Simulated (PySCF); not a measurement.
# ClH₅OSi, a complex of two parts: interaction energy

An exercise on one series of results from a longer session: the logs are not shown, and one member is left open.

Programs: PySCF 2.14.0. All values are calculated, for the isolated system unless a continuum is named. Atoms count from 0, parts from 1.

### Starting point

8 atoms, charge 0, multiplicity 1; geometry: GFN2-xTB. Parts: 1 = atoms 0–4, `[SiH3]Cl`, charge 0; 2 = atoms 5–7, `O`, charge 0.

Set-up of the first run:

The job: settings as JSON, then the geometry in Å.

```
{"job": {"xc": "PBE0", "basis": "def2-SVPD", "d3": "d3bj", "grid": 2, "kind": "geom"}, "charge": 0, "multiplicity": 1, "parts": [{"atoms": "0-4", "charge": 0, "multiplicity": 1}, {"atoms": "5-7", "charge": 0, "multiplicity": 1}]}
Si    -0.105376    -0.035351     0.139616
Cl     1.558470    -0.029513    -1.017033
H     -0.879975     1.158589    -0.144740
H      0.316658    -0.181810     1.524591
H     -0.842464    -1.231715    -0.274716
O      1.232148     2.409968     0.976329
H      1.704042     2.460276     0.141351
H      1.885594     2.227752     1.654906
```

On the command line:

```sh
$ OMP_NUM_THREADS=1 python cluster_run.py task.json out
```

This one command runs all jobs of the session in turn.

Steps of the session up to this table: Geometry optimisation at PBE0-D3(BJ)/def2-SVPD; Coupled-cluster interaction energy: CCSD(T) and MP2.

One of the session's tables, all rows but one given; the rest of the session is left out.

It belongs to the step «Coupled-cluster interaction energy: CCSD(T) and MP2». 

```
                 method  interaction energy (kcal/mol)
         HF/aug-cc-pVDZ                          -0.66
        MP2/aug-cc-pVDZ                          -2.46
       CCSD/aug-cc-pVDZ                          -2.09
    CCSD(T)/aug-cc-pVDZ                          -2.36
         HF/aug-cc-pVTZ                              ?
        MP2/aug-cc-pVTZ                          -2.90
    SCS-MP2/aug-cc-pVTZ                          -2.25
      MP2, extrapolated                          -3.13
CCSD(T), limit estimate                          -3.03
```

Q: Estimate the row for HF/aug-cc-pVTZ from the others.

**Answer.** interaction energy (kcal/mol): -0.54. In the column «interaction energy (kcal/mol)» it is the highest.
